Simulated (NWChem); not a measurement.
System: difluoromethane (CH2F2); SMILES FCF

The following NWChem deck was run.

```
start job
memory heap 200 mb stack 900 mb global 1100 mb
geometry units angstroms noautoz
  F      1.095795     0.000000    -0.289454
  C      0.000000     0.000000     0.488708
  F     -1.095795     0.000000    -0.289454
  H      0.000000     0.913695     1.109296
  H      0.000000    -0.913695     1.109296
end
basis spherical
  * library def2-tzvpd
end
dft
  xc xpbe96 cpbe96
  iterations 150
  mulliken
end
task dft energy
```

Excerpt of the output:

```
             Northwest Computational Chemistry Package (NWChem) 7.3.0
             --------------------------------------------------------

 C2V symmetry detected

                             Geometry "geometry" -> ""
                             -------------------------

 Output coordinates in angstroms (scale by  1.889725989 to convert to a.u.)

  No.       Tag          Charge          X              Y              Z
 ---- ---------------- ---------- -------------- -------------- --------------
    1 F                    9.0000     1.09579500     0.00000000    -0.28717200
    2 C                    6.0000     0.00000000     0.00000000     0.49099000
    3 F                    9.0000    -1.09579500     0.00000000    -0.28717200
    4 H                    1.0000     0.00000000     0.91369500     1.11157800
    5 H                    1.0000     0.00000000    -0.91369500     1.11157800

 Effective nuclear repulsion energy (a.u.)      77.6550658504

      Symmetry information
      --------------------

 Group name             C2v
 Group number             16
 Group order               4
 No. of unique centers     3

  pbe96 is a nonlocal functional; adding pw91lda local functional.

                                 NWChem DFT Module
                                 -----------------

 Summary of "ao basis" -> "ao basis" (spherical)
 ------------------------------------------------------------------------------
       Tag                 Description            Shells   Functions and Types
 ---------------- ------------------------------  ------  ---------------------
 F                         def2-tzvpd               14       40   6s4p3d1f
 C                         def2-tzvpd               13       37   6s3p3d1f
 H                         def2-tzvpd                5        9   3s2p

      Symmetry analysis of basis
      --------------------------

        a1         51
        a2         19
        b1         37
        b2         28

            General Information
            -------------------
          SCF calculation type: DFT
          Wavefunction type:  closed shell.
          No. of atoms     :     5
          No. of electrons :    26
           Alpha electrons :    13
            Beta electrons :    13
          Charge           :     0
          Spin multiplicity:     1
          Use of symmetry is: on ; symmetry adaption is: on
          Maximum number of iterations: 150
          AO basis - number of functions:   135
                     number of shells:    51
          Convergence on energy requested:  1.00D-06
          Convergence on density requested:  1.00D-05
          Convergence on gradient requested:  5.00D-04

              XC Information
              --------------
          PerdewBurkeErnzerhof Exchange Functional  1.000
            Perdew 1991 LDA Correlation Functional  1.000 local
           PerdewBurkeErnz. Correlation Functional  1.000 non-local

             Grid Information
             ----------------
          Grid used for XC integration:  medium
          Radial quadrature: Mura-Knowles
          Angular quadrature: Lebedev.
          Tag              B.-S. Rad. Rad. Pts. Rad. Cut. Ang. Pts.
          ---              ---------- --------- --------- ---------
          F                   0.50       49          10.0       434
          C                   0.70       49           9.0       434
          H                   0.35       45           9.0       434
          Grid pruning is: on
          Number of quadrature shells:   143
          Spatial weights used:  Erf1

      Superposition of Atomic Density Guess
      -------------------------------------

 Sum of atomic energies:        -237.50746856

      Non-variational initial energy
      ------------------------------

 Total energy =    -238.367565
 1-e energy   =    -483.948161
 2-e energy   =     167.925530
 HOMO         =      -0.388405
 LUMO         =       0.062552

      Symmetry analysis of molecular orbitals - initial
      -------------------------------------------------

  Numbering of irreducible representations:

     1 a1          2 a2          3 b1          4 b2

  Orbital symmetries:

     1 a1          2 b1          3 a1          4 a1          5 b1
     6 a1          7 b1          8 a1          9 b2         10 a2
    11 b1         12 a1         13 b2         14 a1         15 b1
    16 a1         17 b2         18 b1         19 a1         20 a2
    21 a1         22 b2         23 b1

     ---------------------------------------------
      Total Density - Mulliken Population Analysis
     ---------------------------------------------

    Atom       Charge   Shell Charges
 -----------   ------   -------------------------------------------------------
    1 F    9     9.38   0.77  1.20  0.61  1.00  0.31 -0.01  2.33  2.31  0.82  0.01  0.00  0.01  0.01  0.00
    2 C    6     5.35   0.85  1.12  0.51  0.62  0.09  0.01  0.90  0.95  0.10  0.04  0.12  0.01  0.02
    3 F    9     9.38   0.77  1.20  0.61  1.00  0.31 -0.01  2.33  2.31  0.82  0.01  0.00  0.01  0.01  0.00
    4 H    1     0.94   0.25  0.48  0.18  0.02  0.02
    5 H    1     0.94   0.25  0.48  0.18  0.02  0.02

   convergence    iter        energy       DeltaE   RMS-Dens  Diis-err
 ---------------- ----- ----------------- --------- --------- ---------
 d= 0,ls=0.0,diis     1   -238.7473574327 -3.16D+02  7.68D-03  1.25D+00
 d= 0,ls=0.0,diis     2   -238.5723883831  1.75D-01  4.51D-03  3.45D+00
 d= 0,ls=0.0,diis     3   -238.8494935419 -2.77D-01  7.50D-04  6.14D-02
 d= 0,ls=0.0,diis     4   -238.8517927895 -2.30D-03  4.62D-04  1.61D-02
 d= 0,ls=0.0,diis     5   -238.8531801421 -1.39D-03  9.97D-05  3.30D-04
  Resetting Diis
 d= 0,ls=0.0,diis     6   -238.8532192355 -3.91D-05  6.27D-06  1.47D-06
 d= 0,ls=0.0,diis     7   -238.8532193662 -1.31D-07  1.65D-06  5.31D-08

[...]
```

Level: PBE/def2-TZVPD. Coordinates come from a PBE0/def2-SVP optimisation.
